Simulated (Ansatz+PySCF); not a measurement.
Two shapes of singlet NH3.

Shape 1:

```xyz
4

N     0.0000    0.0000    0.1216
H     0.8423    0.0000   -0.2432
H    -0.4679    0.8105   -0.2837
H    -0.4679   -0.8105   -0.2837
```

Shape 2:

```xyz
4

N     0.0000    0.0000    0.1216
H     0.9358    0.0000   -0.2837
H    -0.4679    0.8105   -0.2837
H    -0.4679   -0.8105   -0.2837
```

Basis set: 6-31G (spherical functions). Correlated methods keep 1 orbital frozen. Charge 0, multiplicity 1.

Computed with Ansatz (development build ahead of 0.2.0); each method stands on the lowest determinant of its kind that the runs found.

Question: Which shape is lower in energy, and by how much in each method?

Answer:

```tsv
method	E(2) − E(1) (eV)
RHF	-0.225
RHF-MP2	-0.314
UHF-MP2	-0.314
full CI (lowest root of this spin)	-0.327
PBE0 (restricted)	-0.295
```

Shape 2 is lower.
